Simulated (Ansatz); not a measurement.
# H2O (singlet): B3LYP, CAM-B3LYP over a scan of the distance O1–H2, cc-pVTZ, part 2 of 2

Ansatz 0.2.0, Gaussian basis; cc-pVTZ, all electrons in the functionals.

### 15 CAM-B3LYP, 0.960 Å

The input, in.yaml:

```yaml
crystal:
  periodic: [false, false, false]
  atoms:
    - {symbol: O, position_ang: [0.000000, -0.065318, 0.000000]}
    - {symbol: H, position_ang: [0.000000, 0.518410, -0.761550]}
    - {symbol: H, position_ang: [0.000000, 0.518410, 0.761550]}
basis:
  gaussian: {orbitals: cc-pVTZ}
hamiltonian: {xc: {name: CAM-B3LYP}}
```

The run is started by

```bash
ansatz run in.yaml --threads 1 --pin off --events-out ev --progress --plain --max-ram 2393MiB
```

What it wrote (excerpt; [...] marks lines left out):

```text
Functional definition: CAM-B3LYP
  name "CAM-B3LYP"
  cite "Yanai, Tew & Handy, Chem. Phys. Lett. 393, 51 (2004) doi:10.1016/j.cplett.2004.06.011"
  cite "Iikura, Tsuneda, Yanai & Hirao, J. Chem. Phys. 115, 3540 (2001) doi:10.1063/1.1383587"
  cite "Becke, Phys. Rev. A 38, 3098 (1988) doi:10.1103/PhysRevA.38.3098"
  cite "Lee, Yang & Parr, Phys. Rev. B 37, 785 (1988) doi:10.1103/PhysRevB.37.785"
  cite "Vosko, Wilk & Nusair, Can. J. Phys. 58, 1200 (1980) doi:10.1139/p80-159"
[...]
  # Exact exchange under (alpha + beta erf(omega r))/r, Becke's under what is left of 1/r.
[...]
287 factors; their error is unknown
69 factors; integrals over basis functions are off by at most 1.8e-5 eV
[...]
mean field -2079.81006839 eV, -76.4316102673 hartree, gradient 2.0e-5 eV, S^2 0.000000; 0 other end points of the search recorded, 0 dependent functions left out
reference -2079.81012881 eV, -76.4316124877 hartree; 5, 5 occupied and 53, 53 virtual orbitals, 287 factors
Total energy: -2079.81012881 eV, -76.4316124877 hartree
```

Wall time 0.39 s (1 thread of Arm Neoverse V2, shared host).

### 16 CAM-B3LYP, 1.055 Å

The input, in.yaml:

```yaml
crystal:
  periodic: [false, false, false]
  atoms:
    - {symbol: O, position_ang: [0.000000, -0.068568, 0.004239]}
    - {symbol: H, position_ang: [0.000000, 0.573240, -0.833083]}
    - {symbol: H, position_ang: [0.000000, 0.515160, 0.765789]}
basis:
  gaussian: {orbitals: cc-pVTZ}
hamiltonian: {xc: {name: CAM-B3LYP}}
```

Launched as before.

What it wrote (excerpt; [...] marks lines left out):

```text
Functional definition: CAM-B3LYP
  name "CAM-B3LYP"
  cite "Yanai, Tew & Handy, Chem. Phys. Lett. 393, 51 (2004) doi:10.1016/j.cplett.2004.06.011"
  cite "Iikura, Tsuneda, Yanai & Hirao, J. Chem. Phys. 115, 3540 (2001) doi:10.1063/1.1383587"
  cite "Becke, Phys. Rev. A 38, 3098 (1988) doi:10.1103/PhysRevA.38.3098"
  cite "Lee, Yang & Parr, Phys. Rev. B 37, 785 (1988) doi:10.1103/PhysRevB.37.785"
  cite "Vosko, Wilk & Nusair, Can. J. Phys. 58, 1200 (1980) doi:10.1139/p80-159"
[...]
  # Exact exchange under (alpha + beta erf(omega r))/r, Becke's under what is left of 1/r.
[...]
287 factors; their error is unknown
69 factors; integrals over basis functions are off by at most 2.0e-5 eV
[...]
mean field -2079.61488920 eV, -76.4244375645 hartree, gradient 8.6e-5 eV, S^2 0.000000; 0 other end points of the search recorded, 0 dependent functions left out
reference -2079.61495330 eV, -76.4244399200 hartree; 5, 5 occupied and 53, 53 virtual orbitals, 287 factors
Total energy: -2079.61495330 eV, -76.4244399200 hartree
```

Run time: 0.36 s. Hardware: 1 thread of Arm Neoverse V2, shared host.

From 0.960 Å: +4.5 kcal/mol.

### 17 CAM-B3LYP, 1.181 Å

The input, in.yaml:

```yaml
crystal:
  periodic: [false, false, false]
  atoms:
    - {symbol: O, position_ang: [0.000000, -0.072856, 0.009834]}
    - {symbol: H, position_ang: [0.000000, 0.645603, -0.927490]}
    - {symbol: H, position_ang: [0.000000, 0.510872, 0.771384]}
basis:
  gaussian: {orbitals: cc-pVTZ}
hamiltonian: {xc: {name: CAM-B3LYP}}
```

Launched as before.

What it wrote (excerpt; [...] marks lines left out):

```text
Functional definition: CAM-B3LYP
  name "CAM-B3LYP"
  cite "Yanai, Tew & Handy, Chem. Phys. Lett. 393, 51 (2004) doi:10.1016/j.cplett.2004.06.011"
  cite "Iikura, Tsuneda, Yanai & Hirao, J. Chem. Phys. 115, 3540 (2001) doi:10.1063/1.1383587"
  cite "Becke, Phys. Rev. A 38, 3098 (1988) doi:10.1103/PhysRevA.38.3098"
  cite "Lee, Yang & Parr, Phys. Rev. B 37, 785 (1988) doi:10.1103/PhysRevB.37.785"
  cite "Vosko, Wilk & Nusair, Can. J. Phys. 58, 1200 (1980) doi:10.1139/p80-159"
[...]
  # Exact exchange under (alpha + beta erf(omega r))/r, Becke's under what is left of 1/r.
[...]
287 factors; their error is unknown
69 factors; integrals over basis functions are off by at most 2.5e-5 eV
[...]
mean field -2078.99302196 eV, -76.4015843649 hartree, gradient 1.9e-5 eV, S^2 0.000000; 0 other end points of the search recorded, 0 dependent functions left out
reference -2078.99308476 eV, -76.4015866728 hartree; 5, 5 occupied and 53, 53 virtual orbitals, 287 factors
Total energy: -2078.99308476 eV, -76.4015866728 hartree
```

It took 0.39 s on 1 thread of Arm Neoverse V2, shared host.

From 0.960 Å: +18.8 kcal/mol.

### 18 CAM-B3LYP, 1.304 Å

The input, in.yaml:

```yaml
crystal:
  periodic: [false, false, false]
  atoms:
    - {symbol: O, position_ang: [0.000000, -0.077043, 0.015296]}
    - {symbol: H, position_ang: [0.000000, 0.716243, -1.019650]}
    - {symbol: H, position_ang: [0.000000, 0.506685, 0.776846]}
basis:
  gaussian: {orbitals: cc-pVTZ}
hamiltonian: {xc: {name: CAM-B3LYP}}
```

Launched as before.

What it wrote (excerpt; [...] marks lines left out):

```text
Functional definition: CAM-B3LYP
  name "CAM-B3LYP"
  cite "Yanai, Tew & Handy, Chem. Phys. Lett. 393, 51 (2004) doi:10.1016/j.cplett.2004.06.011"
  cite "Iikura, Tsuneda, Yanai & Hirao, J. Chem. Phys. 115, 3540 (2001) doi:10.1063/1.1383587"
  cite "Becke, Phys. Rev. A 38, 3098 (1988) doi:10.1103/PhysRevA.38.3098"
  cite "Lee, Yang & Parr, Phys. Rev. B 37, 785 (1988) doi:10.1103/PhysRevB.37.785"
  cite "Vosko, Wilk & Nusair, Can. J. Phys. 58, 1200 (1980) doi:10.1139/p80-159"
[...]
  # Exact exchange under (alpha + beta erf(omega r))/r, Becke's under what is left of 1/r.
[...]
287 factors; their error is unknown
69 factors; integrals over basis functions are off by at most 2.8e-5 eV
[...]
mean field -2078.23061993 eV, -76.3735666069 hartree, gradient 2.9e-5 eV, S^2 0.000000; 0 other end points of the search recorded, 0 dependent functions left out
reference -2078.23068517 eV, -76.3735690046 hartree; 5, 5 occupied and 53, 53 virtual orbitals, 287 factors
Total energy: -2078.23068517 eV, -76.3735690046 hartree
```

It took 0.39 s on 1 thread of Arm Neoverse V2, shared host.

From 0.960 Å: +36.4 kcal/mol.

### 19 CAM-B3LYP, 1.551 Å

The input, in.yaml:

```yaml
crystal:
  periodic: [false, false, false]
  atoms:
    - {symbol: O, position_ang: [0.000000, -0.085450, 0.026264]}
    - {symbol: H, position_ang: [0.000000, 0.858098, -1.204718]}
    - {symbol: H, position_ang: [0.000000, 0.498278, 0.787814]}
basis:
  gaussian: {orbitals: cc-pVTZ}
magnetization: {spin_polarized: true, initial_magnetization: 0}
hamiltonian: {xc: {name: CAM-B3LYP}}
```

The command is unchanged.

What it wrote (excerpt; [...] marks lines left out):

```text
Functional definition: CAM-B3LYP
  name "CAM-B3LYP"
  cite "Yanai, Tew & Handy, Chem. Phys. Lett. 393, 51 (2004) doi:10.1016/j.cplett.2004.06.011"
  cite "Iikura, Tsuneda, Yanai & Hirao, J. Chem. Phys. 115, 3540 (2001) doi:10.1063/1.1383587"
  cite "Becke, Phys. Rev. A 38, 3098 (1988) doi:10.1103/PhysRevA.38.3098"
  cite "Lee, Yang & Parr, Phys. Rev. B 37, 785 (1988) doi:10.1103/PhysRevB.37.785"
  cite "Vosko, Wilk & Nusair, Can. J. Phys. 58, 1200 (1980) doi:10.1139/p80-159"
[...]
  # Exact exchange under (alpha + beta erf(omega r))/r, Becke's under what is left of 1/r.
[...]
287 factors; their error is unknown
69 factors; integrals over basis functions are off by at most 3.3e-5 eV
[...]
mean field -2076.68488218 eV, -76.3167617926 hartree, gradient 1.5e-5 eV, S^2 0.000000; 1 other end points of the search recorded, 0 dependent functions left out
reference -2076.68495627 eV, -76.3167645154 hartree; 5, 5 occupied and 53, 53 virtual orbitals, 287 factors
Total energy: -2076.68495627 eV, -76.3167645154 hartree
```

Wall time 1.2 s (1 thread of Arm Neoverse V2, shared host).

From the report: ⟨S²⟩ of the determinant 0.000 (pure singlet: 0.00).

From 0.960 Å: +72.1 kcal/mol.

### 20 CAM-B3LYP, 1.745 Å

The input, in.yaml:

```yaml
crystal:
  periodic: [false, false, false]
  atoms:
    - {symbol: O, position_ang: [0.000000, -0.092053, 0.034879]}
    - {symbol: H, position_ang: [0.000000, 0.969515, -1.350076]}
    - {symbol: H, position_ang: [0.000000, 0.491675, 0.796429]}
basis:
  gaussian: {orbitals: cc-pVTZ}
magnetization: {spin_polarized: true, initial_magnetization: 0}
hamiltonian: {xc: {name: CAM-B3LYP}}
```

Same command.

What it wrote (excerpt; [...] marks lines left out):

```text
Functional definition: CAM-B3LYP
  name "CAM-B3LYP"
  cite "Yanai, Tew & Handy, Chem. Phys. Lett. 393, 51 (2004) doi:10.1016/j.cplett.2004.06.011"
  cite "Iikura, Tsuneda, Yanai & Hirao, J. Chem. Phys. 115, 3540 (2001) doi:10.1063/1.1383587"
  cite "Becke, Phys. Rev. A 38, 3098 (1988) doi:10.1103/PhysRevA.38.3098"
  cite "Lee, Yang & Parr, Phys. Rev. B 37, 785 (1988) doi:10.1103/PhysRevB.37.785"
  cite "Vosko, Wilk & Nusair, Can. J. Phys. 58, 1200 (1980) doi:10.1139/p80-159"
[...]
  # Exact exchange under (alpha + beta erf(omega r))/r, Becke's under what is left of 1/r.
[...]
287 factors; their error is unknown
69 factors; integrals over basis functions are off by at most 3.7e-5 eV
[...]
mean field -2075.72975349 eV, -76.2816614605 hartree, gradient 1.6e-5 eV, S^2 0.315896; 3 other end points of the search recorded, 0 dependent functions left out
reference -2075.72982908 eV, -76.2816642383 hartree; 5, 5 occupied and 53, 53 virtual orbitals, 287 factors
Total energy: -2075.72982908 eV, -76.2816642383 hartree
```

Wall time 2 s (1 thread of Arm Neoverse V2, shared host).

From the report: ⟨S²⟩ of the determinant 0.316 (pure singlet: 0.00).

From 0.960 Å: +94.1 kcal/mol.

### 21 CAM-B3LYP, 2.065 Å

The input, in.yaml:

```yaml
crystal:
  periodic: [false, false, false]
  atoms:
    - {symbol: O, position_ang: [0.000000, -0.102945, 0.049089]}
    - {symbol: H, position_ang: [0.000000, 1.153294, -1.589840]}
    - {symbol: H, position_ang: [0.000000, 0.480783, 0.810639]}
basis:
  gaussian: {orbitals: cc-pVTZ}
magnetization: {spin_polarized: true, initial_magnetization: 0}
hamiltonian: {xc: {name: CAM-B3LYP}}
```

Same command.

What it wrote (excerpt; [...] marks lines left out):

```text
Functional definition: CAM-B3LYP
  name "CAM-B3LYP"
  cite "Yanai, Tew & Handy, Chem. Phys. Lett. 393, 51 (2004) doi:10.1016/j.cplett.2004.06.011"
  cite "Iikura, Tsuneda, Yanai & Hirao, J. Chem. Phys. 115, 3540 (2001) doi:10.1063/1.1383587"
  cite "Becke, Phys. Rev. A 38, 3098 (1988) doi:10.1103/PhysRevA.38.3098"
  cite "Lee, Yang & Parr, Phys. Rev. B 37, 785 (1988) doi:10.1103/PhysRevB.37.785"
  cite "Vosko, Wilk & Nusair, Can. J. Phys. 58, 1200 (1980) doi:10.1139/p80-159"
[...]
  # Exact exchange under (alpha + beta erf(omega r))/r, Becke's under what is left of 1/r.
[...]
287 factors; their error is unknown
69 factors; integrals over basis functions are off by at most 4.3e-5 eV
[...]
mean field -2074.97823092 eV, -76.2540435154 hartree, gradient 6.2e-6 eV, S^2 0.734120; 4 other end points of the search recorded, 0 dependent functions left out
reference -2074.97830375 eV, -76.2540461920 hartree; 5, 5 occupied and 53, 53 virtual orbitals, 287 factors
Total energy: -2074.97830375 eV, -76.2540461920 hartree
```

Wall time 2.5 s (1 thread of Arm Neoverse V2, shared host).

From the report: ⟨S²⟩ of the determinant 0.734 (pure singlet: 0.00). The determinant is far from a pure spin state, so its energy mixes those of several spin states (harmless only where they are near-degenerate, as at dissociation).

From 0.960 Å: +111.4 kcal/mol.

### 22 CAM-B3LYP, 2.626 Å

The input, in.yaml:

```yaml
crystal:
  periodic: [false, false, false]
  atoms:
    - {symbol: O, position_ang: [0.000000, -0.122039, 0.074000]}
    - {symbol: H, position_ang: [0.000000, 1.475483, -2.010178]}
    - {symbol: H, position_ang: [0.000000, 0.461689, 0.835550]}
basis:
  gaussian: {orbitals: cc-pVTZ}
magnetization: {spin_polarized: true, initial_magnetization: 0}
hamiltonian: {xc: {name: CAM-B3LYP}}
```

Same command.

What it wrote (excerpt; [...] marks lines left out):

```text
Functional definition: CAM-B3LYP
  name "CAM-B3LYP"
  cite "Yanai, Tew & Handy, Chem. Phys. Lett. 393, 51 (2004) doi:10.1016/j.cplett.2004.06.011"
  cite "Iikura, Tsuneda, Yanai & Hirao, J. Chem. Phys. 115, 3540 (2001) doi:10.1063/1.1383587"
  cite "Becke, Phys. Rev. A 38, 3098 (1988) doi:10.1103/PhysRevA.38.3098"
  cite "Lee, Yang & Parr, Phys. Rev. B 37, 785 (1988) doi:10.1103/PhysRevB.37.785"
  cite "Vosko, Wilk & Nusair, Can. J. Phys. 58, 1200 (1980) doi:10.1139/p80-159"
[...]
  # Exact exchange under (alpha + beta erf(omega r))/r, Becke's under what is left of 1/r.
[...]
287 factors; their error is unknown
69 factors; integrals over basis functions are off by at most 5.3e-5 eV
[...]
mean field -2074.60439458 eV, -76.2403052833 hartree, gradient 2.2e-6 eV, S^2 0.954561; 5 other end points of the search recorded, 0 dependent functions left out
reference -2074.60446870 eV, -76.2403080075 hartree; 5, 5 occupied and 53, 53 virtual orbitals, 287 factors
Total energy: -2074.60446870 eV, -76.2403080075 hartree
```

Run time: 2.7 s. Hardware: 1 thread of Arm Neoverse V2, shared host.

From the report: ⟨S²⟩ of the determinant 0.955 (pure singlet: 0.00). The determinant is far from a pure spin state, so its energy mixes those of several spin states (harmless only where they are near-degenerate, as at dissociation).

From 0.960 Å: +120.0 kcal/mol.

### 23 CAM-B3LYP, 3.309 Å

The input, in.yaml:

```yaml
crystal:
  periodic: [false, false, false]
  atoms:
    - {symbol: O, position_ang: [0.000000, -0.145286, 0.104329]}
    - {symbol: H, position_ang: [0.000000, 1.867738, -2.521926]}
    - {symbol: H, position_ang: [0.000000, 0.438442, 0.865879]}
basis:
  gaussian: {orbitals: cc-pVTZ}
magnetization: {spin_polarized: true, initial_magnetization: 0}
hamiltonian: {xc: {name: CAM-B3LYP}}
```

Launched as before.

What it wrote (excerpt; [...] marks lines left out):

```text
Functional definition: CAM-B3LYP
  name "CAM-B3LYP"
  cite "Yanai, Tew & Handy, Chem. Phys. Lett. 393, 51 (2004) doi:10.1016/j.cplett.2004.06.011"
  cite "Iikura, Tsuneda, Yanai & Hirao, J. Chem. Phys. 115, 3540 (2001) doi:10.1063/1.1383587"
  cite "Becke, Phys. Rev. A 38, 3098 (1988) doi:10.1103/PhysRevA.38.3098"
  cite "Lee, Yang & Parr, Phys. Rev. B 37, 785 (1988) doi:10.1103/PhysRevB.37.785"
  cite "Vosko, Wilk & Nusair, Can. J. Phys. 58, 1200 (1980) doi:10.1139/p80-159"
[...]
  # Exact exchange under (alpha + beta erf(omega r))/r, Becke's under what is left of 1/r.
[...]
287 factors; their error is unknown
69 factors; integrals over basis functions are off by at most 6.3e-5 eV
[...]
mean field -2074.52073949 eV, -76.2372310157 hartree, gradient 9.7e-6 eV, S^2 0.996780; 6 other end points of the search recorded, 0 dependent functions left out
reference -2074.52082004 eV, -76.2372339756 hartree; 5, 5 occupied and 53, 53 virtual orbitals, 287 factors
Total energy: -2074.52082004 eV, -76.2372339756 hartree
```

Run time: 2.6 s. Hardware: 1 thread of Arm Neoverse V2, shared host.

From the report: ⟨S²⟩ of the determinant 0.997 (pure singlet: 0.00). The determinant is far from a pure spin state, so its energy mixes those of several spin states (harmless only where they are near-degenerate, as at dissociation).

From 0.960 Å: +122.0 kcal/mol.

### 24 Against the wave-function levels

The yardstick is RCCSDT(Q), where the cluster series has nearly closed. It comes from earlier runs at the same points. Energies in kcal/mol, counted from 0.960 Å; blanks weren't run or aren't comparable.

```
    level  0.765 Å  0.884 Å  0.960 Å  1.055 Å  1.181 Å  1.304 Å  1.551 Å  1.745 Å  2.065 Å  2.626 Å  3.309 Å
RCCSDT(Q)     37.5      4.1      0.0      4.6     18.8     35.8     68.4                                    
    B3LYP     37.6      4.3      0.0      4.3     18.2     35.2     69.3     91.3    109.5    119.0    121.2
CAM-B3LYP     37.5      4.2      0.0      4.5     18.8     36.4     72.1     94.1    111.4    120.0    122.0
```

Largest miss and mean time a point (RCCSDT(Q) took 17 s a point; shared hosts):

```
    level  largest miss (kcal/mol)    where  time a point
    B3LYP                     +1.0  1.551 Å         1.1 s
CAM-B3LYP                     +3.7  1.551 Å         1.2 s
```

### 25 What came out

The summary covers parts 1 to 2.

| quantity | value |
| --- | --- |
| span of the RCCSDT(Q) curve (points where it is known) | 68.4 kcal/mol |
| largest miss, B3LYP | +1.0 kcal/mol (1.551 Å) |
| largest miss, CAM-B3LYP | +3.7 kcal/mol (1.551 Å) |

In words: Misses are known at 6 of 10 points at best, and only functionals with that many are ranked. Of the functionals, B3LYP keep the smallest largest miss at the points compared (at most 1.0 kcal/mol) and CAM-B3LYP strays most (3.7 kcal/mol, at 1.551 Å). B3LYP, CAM-B3LYP clearly break the spin symmetry at some points (⟨S²⟩ up to 1.00 above the pure value), so energy there is bought with a mixed spin. Functionals and the yardstick converge differently with the basis, so part of each miss in cc-pVTZ is the basis. The program flags that the yardstick's amplitudes may have other solutions at some points.
